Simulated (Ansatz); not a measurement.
System: CHO, charge 0, doublet. CHO (SMILES [CH]=O, doublet).
B3LYP-D3(BJ)/def2-TZVP minimum from Ansatz (an electronic-structure program):
```
C
O 1 1.1718
H 1 1.1249 2 124.43
```
Charge 0, spin multiplicity 2.

Hartree-Fock and CCSD(T) correlation energies in hartree (Ansatz). Radicals and triplets start from unrestricted determinants; spin-orbit coupling is neglected. Correlated methods leave the cores frozen. No relativity.

```
basis    X       E(HF)  E(corr, CCSD(T))
-------  -  ----------  ----------------
cc-pVTZ  3  -113.29288          -0.39104
cc-pVQZ  4  -113.30180          -0.41597
cc-pV5Z  5  -113.30390          withheld
```

Problem. Fit E(corr) = E∞ + A/X³ to X = 3 and 4, predict X = 5, and compare with the run.

Solution. A = (-0.39104 - (-0.41597))/(1/27 - 1/64) = 1.1643; E∞ = -0.41597 - A/64 = -0.43416; at X = 5, E∞ + A/125 = -0.42485. The run gave -0.42476, 0.09 mEh above the prediction. The same form on X = 4 and 5 gives E∞ = -0.43398, 0.18 mEh above the first estimate.
